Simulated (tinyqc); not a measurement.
UHF in the sto-6g basis, for H2O+, spin multiplicity 2, step by step. One step of it, computed by the program tinyqc.

Question. Iteration 2: diagonalisation and new density. Diagonalise F' = X^T F X, C = X C', fill 5 alpha and 4 beta electrons from the bottom; D(s) = C_occ C_occ^T. Each column has its largest component positive (the first on a tie).

F(alpha) (hartree), lower triangle:
```
             1O 1s      1O 2s     1O 2px     1O 2py     1O 2pz      2H 1s      3H 1s
1O 1s   -21.262254
1O 2s    -5.144700  -3.025259
1O 2px    0.000000   0.000000  -1.108486
1O 2py    0.000000   0.000000   0.000000  -1.026561
1O 2pz   -0.026393  -0.179964   0.000000   0.000000  -1.038057
2H 1s    -1.252922  -1.292328   0.000000  -0.537927  -0.528088  -0.996949
3H 1s    -1.252922  -1.292328   0.000000   0.537927  -0.528088  -0.548742  -0.996949
```

F(beta) (hartree), lower triangle:
```
             1O 1s      1O 2s     1O 2px     1O 2py     1O 2pz      2H 1s      3H 1s
1O 1s   -21.233504
1O 2s    -5.104501  -2.833601
1O 2px    0.000000   0.000000  -0.223343
1O 2py    0.000000   0.000000   0.000000  -0.962308
1O 2pz   -0.025861  -0.169317   0.000000   0.000000  -0.985076
2H 1s    -1.242186  -1.238183   0.000000  -0.532206  -0.519643  -0.990235
3H 1s    -1.242186  -1.238183   0.000000   0.532206  -0.519643  -0.533803  -0.990235
```

X, lower triangle:
```
            1O 1s      1O 2s    1O 2px     1O 2py     1O 2pz      2H 1s     3H 1s
1O 1s    1.022838
1O 2s   -0.138770   1.249303
1O 2px   0.000000   0.000000  1.000000
1O 2py   0.000000   0.000000  0.000000   1.107792
1O 2pz  -0.009985   0.119518  0.000000   0.000000   1.062533
2H 1s    0.019875  -0.297744  0.000000  -0.227169  -0.156260   1.216194
3H 1s    0.019875  -0.297744  0.000000   0.227169  -0.156260  -0.099840  1.216194
```

Give: F' = X^T F X; orbital energies; coefficients C; F' = X^T F X; orbital energies; coefficients C; D(alpha) after iteration 2; D(beta) after iteration 2.

Answer.

F' = X^T F X (alpha) (hartree), lower triangle:
```
         1       2       3       4       5       6       7
1  -20.931
2   -2.516  -1.898
3    0.000   0.000  -1.108
4    0.000   0.000   0.000  -0.765
5   -0.035   0.044   0.000   0.000  -0.886
6   -0.219  -0.524   0.000  -0.447  -0.337  -0.353
7   -0.219  -0.524   0.000   0.447  -0.337  -0.114  -0.353
```

orbital energies (alpha) (hartree): MO1 -21.266, MO2 -1.934, MO3 -1.187, MO4 -1.108, MO5 -1.069, MO6 0.087, MO7 0.183

coefficients C (alpha):
```
           MO1     MO2     MO3    MO4     MO5     MO6     MO7
1O 1s    0.997  -0.233   0.000  0.000   0.084  -0.110   0.000
1O 2s    0.016   0.916   0.000  0.000  -0.450   0.854   0.000
1O 2px   0.000   0.000   0.000  1.000   0.000   0.000   0.000
1O 2py   0.000   0.000   0.743  0.000   0.000   0.000  -0.882
1O 2pz   0.003   0.183   0.000  0.000   0.836   0.678   0.000
2H 1s   -0.004   0.081   0.328  0.000   0.204  -0.830   0.900
3H 1s   -0.004   0.081  -0.328  0.000   0.204  -0.830  -0.900
```

F' = X^T F X (beta) (hartree), lower triangle:
```
         1       2       3       4       5       6       7
1  -20.908
2   -2.501  -1.685
3    0.000   0.000  -0.223
4    0.000   0.000   0.000  -0.692
5   -0.036   0.064   0.000   0.000  -0.830
6   -0.219  -0.519   0.000  -0.452  -0.337  -0.366
7   -0.219  -0.519   0.000   0.452  -0.337  -0.113  -0.366
```

orbital energies (beta) (hartree): MO1 -21.236, MO2 -1.772, MO3 -1.149, MO4 -1.013, MO5 -0.223, MO6 0.121, MO7 0.203

coefficients C (beta):
```
           MO1     MO2     MO3     MO4    MO5     MO6     MO7
1O 1s    0.997  -0.222   0.000   0.095  0.000  -0.118   0.000
1O 2s    0.014   0.856   0.000  -0.498  0.000   0.889   0.000
1O 2px   0.000   0.000   0.000   0.000  1.000   0.000   0.000
1O 2py   0.000   0.000   0.715   0.000  0.000   0.000   0.905
1O 2pz   0.003   0.198   0.000   0.825  0.000   0.688   0.000
2H 1s   -0.003   0.126   0.356   0.201  0.000  -0.825  -0.889
3H 1s   -0.003   0.126  -0.356   0.201  0.000  -0.825   0.889
```

D(alpha) after iteration 2, lower triangle:
```
         1O 1s   1O 2s  1O 2px  1O 2py  1O 2pz   2H 1s  3H 1s
1O 1s    1.054
1O 2s   -0.235   1.042
1O 2px   0.000   0.000   1.000
1O 2py   0.000   0.000   0.000   0.552
1O 2pz   0.031  -0.208   0.000   0.000   0.733
2H 1s   -0.006  -0.017   0.000   0.243   0.186   0.156
3H 1s   -0.006  -0.017   0.000  -0.243   0.186  -0.059  0.156
```

D(beta) after iteration 2, lower triangle:
```
         1O 1s   1O 2s  1O 2px  1O 2py  1O 2pz   2H 1s  3H 1s
1O 1s    1.052
1O 2s   -0.223   0.981
1O 2px   0.000   0.000   0.000
1O 2py   0.000   0.000   0.000   0.511
1O 2pz   0.038  -0.241   0.000   0.000   0.719
2H 1s   -0.012   0.008   0.000   0.254   0.191   0.183
3H 1s   -0.012   0.008   0.000  -0.254   0.191  -0.070  0.183
```
